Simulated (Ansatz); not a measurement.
## Ansatz (development build ahead of 0.2.0) run

```yaml
crystal:
  periodic: [false, false, false]
  atoms:
    - { symbol: P, position_ang: [0.0, 0.0, 0.0] }
    - { symbol: "N", position_ang: [0.0, 0.0, 4.619] }
basis:
  gaussian: { orbitals: STO-3G }
hamiltonian:
  xc: hf
correlation:
  method: fci
  frozen_orbitals: { "N": 1, P: 5 }
```

The input is written out in the form of the current development build from the run's settings.

The run gave:

```yaml
Converged: yes
Reference_energy: -390.05320 hartree
Correlation_energy: -0.53444 hartree
Total_energy: -390.58764 hartree
State: lowest singlet root, of any spatial symmetry
```
